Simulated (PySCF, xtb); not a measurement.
H2S, SMILES S (connectivity only; charge and spin as stated), charge +1, multiplicity 2.

Harmonic wavenumbers (cm⁻¹) from GFN2-xTB in xtb 6.7.1 at its own minimum, in rising order: 1057, 2242, 2242.

**Question.** What does PBE-D3(BJ)/def2-TZVPD (PySCF) give at its own minimum? (An estimate is asked for; the answer gives what the named calculation found.)

**Answer.** 1141, 2495, 2498. Paired by order, the mean absolute difference is 198 cm⁻¹ and the zero-point energies are 7.9 and 8.8 kcal/mol.
